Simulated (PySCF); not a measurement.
Potential energy curve for SMILES N (H3N). The N1–H4 bond (N1 also carries H, H; H4 carries nothing else) is varied alone, starting from the PBE0/def2-TZVP optimised geometry.

- RKS-LDA (SVWN5) = restricted LDA (SVWN5)/cc-pVTZ in PySCF
- UKS-LDA (SVWN5)/6-31G* = unrestricted LDA (SVWN5)/6-31G*, spherical d run with PySCF 2.14.0
- UMP2 = MP2 on UHF/cc-pVTZ, 1 core orbital frozen (PySCF)

Energies are in kJ/mol, each relative to the lowest point of its own curve near equilibrium.

```tsv
R / Å	RKS-LDA (SVWN5)	UKS-LDA (SVWN5)/6-31G*	UMP2
0.82	131.3	138.3	122.2
0.86	76.5	81.0	69.1
0.91	32.3	34.7	?
0.96	8.6	9.6	6.1
0.97	?	?	3.8
1.01	0.0	?	0.0
1.04	0.3	0.0	1.9
1.07	4.0	3.3	7.0
1.11	12.9	11.8	18.0
1.18	36.9	35.2	45.4
1.25	67.7	65.6	79.8
1.36	123.2	120.1	140.6
1.50	196.7	192.4	?
1.67	280.9	275.5	373.7
1.84	354.9	349.1	430.6
2.02	421.0	415.1	457.1
2.24	485.6	467.3	470.3
2.50	542.8	499.6	476.0
2.75	582.8	515.4	478.1
3.05	?	524.9	479.1
3.54	649.9	531.1	479.9
```

Q: Some entries are withheld; supply them.

A: 
- 0.91, UMP2: 27.4
- 0.97, RKS-LDA (SVWN5): 5.8
- 0.97, UKS-LDA (SVWN5)/6-31G*: 6.6
- 1.01, UKS-LDA (SVWN5)/6-31G*: 0.1
- 1.50, UMP2: 245.5
- 3.05, RKS-LDA (SVWN5): 616.6

The restricted form behind RKS-LDA (SVWN5) keeps the bonding electrons paired and can't separate into open-shell fragments. The unrestricted determinant behind UKS-LDA (SVWN5)/6-31G* is spin-contaminated at 2.02 to 3.54 Å (<S²> up to 1.0, against 0.00 for a pure singlet). The unrestricted determinant behind UMP2 is spin-contaminated at 1.50 to 3.54 Å (<S²> up to 1.0, against 0.00 for a pure singlet).
